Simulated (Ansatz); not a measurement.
Level of theory: PBE0-D4/def2-TZVPD in Ansatz (a first-principles code). No frequencies were computed at this level.

Ansatz 0.2 input:
```yaml
crystal:
  periodic: [false, false, false]
  atoms:
    - { symbol: C, position_ang: [-0.957146, -0.419436, 0.253509] }
    - { symbol: C, position_ang: [0.01654, 0.48291, 0.221795] }
    - { symbol: C, position_ang: [1.375363, 0.137889, 0.383866] }
    - { symbol: N, position_ang: [2.481282, -0.133936, 0.513523] }
    - { symbol: H, position_ang: [-0.751257, -1.466474, 0.405607] }
    - { symbol: H, position_ang: [-1.989194, -0.138449, 0.128687] }
    - { symbol: H, position_ang: [-0.175581, 1.5375, 0.070265] }
basis:
  gaussian: { orbitals: def2-tzvpd }
hamiltonian:
  xc: pbe0
  dispersion: d4
relax:
  max_steps: 150
```

Output:

```
Functional definition: PBE0
854 factors; their error is unknown
mean field evaluation 1: about -4639.1704 eV, gradient 5.0e1 eV
mean field evaluation 2: about -4637.7799 eV, gradient 5.6e1 eV
mean field evaluation 4: about -4644.5536 eV, gradient 2.4e0 eV
mean field evaluation 8: about -4644.5660 eV, gradient 8.6e-2 eV
mean field evaluation 16: about -4644.5652 eV, gradient 4.2e-5 eV
mean field -4644.56522191 eV, -170.6846237057 hartree, gradient 4.2e-5 eV, S^2 0.000000; 0 other end points of the search recorded, 0 dependent functions left out
reference -4644.56525160 eV, -170.6846247967 hartree; 14, 14 occupied and 161, 161 virtual orbitals, 854 factors
relax step   1: F+E_penalty+E_count = -4644.65170454 eV  Δ(F+E_penalty+E_count) = +0.000e0 eV  max|allowed force component| = 7.067e-1 eV/Å  Δτ_max = 0.0000 Å  (28 SCF iters, accepted)
these checks for a lower state are left out or cut short: starts, cluster_reference, orbital_swaps, neighbouring_geometries, increment
854 factors; their error is unknown
mean field -4644.57272570 eV, -170.6848994651 hartree, gradient 1.6e-5 eV, S^2 0.000000; 0 other end points of the search recorded, 0 dependent functions left out
reference -4644.57275546 eV, -170.6849005586 hartree; 14, 14 occupied and 161, 161 virtual orbitals, 854 factors
relax step   2: F+E_penalty+E_count = -4644.65901804 eV  Δ(F+E_penalty+E_count) = -7.314e-3 eV  max|allowed force component| = 1.902e-1 eV/Å  Δτ_max = 0.0130 Å  (36 SCF iters, accepted)
these checks for a lower state are left out or cut short: starts, cluster_reference, orbital_swaps, neighbouring_geometries, increment
854 factors; their error is unknown
mean field -4644.57361366 eV, -170.6849320970 hartree, gradient 1.6e-5 eV, S^2 0.000000; 0 other end points of the search recorded, 0 dependent functions left out
reference -4644.57364343 eV, -170.6849331911 hartree; 14, 14 occupied and 161, 161 virtual orbitals, 854 factors
relax step   3: F+E_penalty+E_count = -4644.65983595 eV  Δ(F+E_penalty+E_count) = -8.179e-4 eV  max|allowed force component| = 3.034e-2 eV/Å  Δτ_max = 0.0061 Å  (34 SCF iters, accepted)
these checks for a lower state are left out or cut short: starts, cluster_reference, orbital_swaps, neighbouring_geometries, increment
854 factors; their error is unknown
mean field evaluation 32: about -4644.5737 eV, gradient 8.2e-1 eV
mean field -4644.57360329 eV, -170.6849317160 hartree, gradient 1.6e-5 eV, S^2 0.000000; 0 other end points of the search recorded, 0 dependent functions left out
reference -4644.57363307 eV, -170.6849328102 hartree; 14, 14 occupied and 161, 161 virtual orbitals, 854 factors
relax step   4: F+E_penalty+E_count = -4644.65981096 eV  Δ(F+E_penalty+E_count) = +2.499e-5 eV  max|allowed force component| = 2.959e-2 eV/Å  Δτ_max = 0.0056 Å  (34 SCF iters, rejected (line search))
these checks for a lower state are left out or cut short: starts, cluster_reference, orbital_swaps, neighbouring_geometries, increment
854 factors; their error is unknown
mean field -4644.57372967 eV, -170.6849363601 hartree, gradient 1.6e-5 eV, S^2 0.000000; 0 other end points of the search recorded, 0 dependent functions left out
reference -4644.57375944 eV, -170.6849374542 hartree; 14, 14 occupied and 161, 161 virtual orbitals, 854 factors
relax step   5: F+E_penalty+E_count = -4644.65994217 eV  Δ(F+E_penalty+E_count) = -1.062e-4 eV  max|allowed force component| = 1.536e-2 eV/Å  Δτ_max = 0.0028 Å  (35 SCF iters, accepted)
these checks for a lower state are left out or cut short: starts, cluster_reference, orbital_swaps, neighbouring_geometries, increment
854 factors; their error is unknown
mean field -4644.57379498 eV, -170.6849387604 hartree, gradient 1.6e-5 eV, S^2 0.000000; 0 other end points of the search recorded, 0 dependent functions left out
reference -4644.57382475 eV, -170.6849398545 hartree; 14, 14 occupied and 161, 161 virtual orbitals, 854 factors
relax step   6: F+E_penalty+E_count = -4644.65997683 eV  Δ(F+E_penalty+E_count) = -3.466e-5 eV  max|allowed force component| = 9.549e-3 eV/Å  Δτ_max = 0.0054 Å  (34 SCF iters, accepted)
854 factors; their error is unknown
mean field evaluation 64: about -4644.5729 eV, gradient 8.3e-1 eV
mean field -4644.57379498 eV, -170.6849387604 hartree, gradient 1.6e-5 eV, S^2 0.000000; 1 other end points of the search recorded, 0 dependent functions left out
reference -4644.57382475 eV, -170.6849398545 hartree; 14, 14 occupied and 161, 161 virtual orbitals, 854 factors
Total energy: -4644.66000660 eV, -170.6881069791 hartree
Atom 0 at    -0.961906    -0.422440     0.253601 Å, force     0.009549     0.000275     0.000958 eV/Å
Atom 1 at     0.015476     0.478017     0.222540 Å, force     0.000513     0.008115    -0.000965 eV/Å
Atom 2 at     1.386814     0.132535     0.385144 Å, force    -0.004493    -0.007624     0.000478 eV/Å
Atom 3 at     2.501955    -0.125336     0.514374 Å, force    -0.001077     0.001731    -0.000244 eV/Å
Atom 4 at    -0.757983    -1.475071     0.406137 Å, force    -0.000958    -0.005572     0.000541 eV/Å
Atom 5 at    -1.993524    -0.119861     0.125811 Å, force    -0.001960     0.001257    -0.000362 eV/Å
Atom 6 at    -0.190826     1.532160     0.069644 Å, force    -0.001573     0.001818    -0.000406 eV/Å
Dipole moment:    -0.826751     0.111686    -0.085632 e Å
```

Cost: around 30 core-seconds (rough).
